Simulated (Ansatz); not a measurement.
For zinc-blende BP, RPBE (Ansatz, a quantum-chemistry and plane-wave program, PAW) gives:

| Quantity | Value |
|---|---|
| lattice parameter a | 4.575 Å |
| bulk modulus | 155 GPa |
| cohesive energy | 4.88 eV/atom |
| band gap at the measured cell | 1.26 eV |

Q: What does PBE0 (Ansatz, PAW) give for the same quantities?

A: 
- lattice constant a: 4.523 Å (falls by 1.1 %)
- bulk modulus: 175 GPa (rises by 13 %)
- cohesive energy: 5.26 eV/atom (increases by 0.38 eV/atom)
- band gap at the measured cell: 2.64 eV (grows by 1.38 eV)

For comparison: lattice constant a 4.525 Å (measured, static lattice: zero-point anharmonic expansion removed; as tabulated in Mejia-Rodriguez and Trickey (2018), arXiv:1807.09216); bulk modulus 176 GPa (measured, 0 K, zero-point effect removed, sources range from 168 to 176; as tabulated in Goldzak et al. (2022), arXiv:2208.04865); cohesive energy 5.14 eV/atom (measured, static lattice: zero-point vibration energy added, sources range from 5.14 to 5.20; as tabulated in Mejia-Rodriguez and Trickey (2018), arXiv:1807.09216); band gap 2.2 eV (measured, zero-point renormalisation of 0.106 eV removed from the gap extrapolated to 0 K (as printed); the shift is computed, second of two values printed, sources range from 2.20 to 2.50; as tabulated in X. Ren, F. Merz, H. Jiang et al., All-electron periodic G0W0 implementation …).

Changes are worked out from the printed values.

Unless a cell is named, each level is at its own relaxed cell (RPBE 11.97, PBE0 11.57 Å³/atom).

Density-functional gaps are differences of (generalised) Kohn–Sham levels.

Ansatz's density-functional and Hartree–Fock values are scalar-relativistic unless marked +SOC, with PAW data made under PBE.
